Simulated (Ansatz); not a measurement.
Tetradymite Bi₂Te₃, treated with PBE (PAW; Ansatz, an electronic-structure program).

Run with plane-wave cutoff 520 eV, 10×10×10 k mesh, Fermi–Dirac smearing 0.01 eV, scalar-relativistic PAW data made under PBE.

Response to compression and expansion:

Shape and atoms are relaxed at each volume.

```
V (Å³/atom)  P (GPa)  direct gap at Γ (eV)   c (Å)  a (Å)
-----------  -------  --------------------  ------  -----
35.151          0.77                 0.351  31.058  4.428
35.883          0.31                 0.428  31.531  4.440
36.616          0.01                 0.525  32.058  4.448
37.348         -0.16                 0.639  32.655  4.451
38.080         -0.22                 0.762  33.317  4.449
```

A straight line through the gaps at Γ against ln V gives a volume deformation potential dE_g(Γ)/d ln V of 5.2 eV: the gap at Γ narrows under compression.

Note: for a layered or molecular solid the relaxed cell lies over 5 % above the published volume, where the minimum can be shallow; the cell comes from a level without a dispersion term, which matters for the spacing of layers, chains or molecules; the bulk modulus comes from volumes at which shape and atoms were relaxed.

Spin–orbit coupling is not included; with these elements it can move the gap by several tenths of an eV or more.
